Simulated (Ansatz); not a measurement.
F3P (`FP(F)F`), relaxed with RKS PBE0-D4/def2-TZVP in the Gaussian-basis code of Ansatz from a GFN2-xTB geometry. The force threshold is 0.005 eV/Å; the program also tests the step.

Total charge 0; spin multiplicity 1.

Start:

```xyz
4

F    -0.012   -1.275   -0.492
P    -0.625    0.136   -0.058
F     0.509    0.984   -0.801
F     0.128    0.155    1.351
```

(1) How much energy does the relaxation release, and in how many steps? (Estimate.)

(2) Which bonds change most? (Estimate.)

(3) Give the relaxed structure. (Estimate.)

Answers

(1) The calculation gave: 0.10 eV, in 4 steps.

(2) Ansatz gave: P2–F3 from 1.599 to 1.572 Å; P2–F4 from 1.598 to 1.572 Å; F1–P2 from 1.598 to 1.572 Å.

(3) Computed: 
```xyz
4

F    -0.033   -1.284   -0.500
P    -0.569    0.124   -0.053
F     0.494    0.999   -0.812
F     0.108    0.162    1.365
```
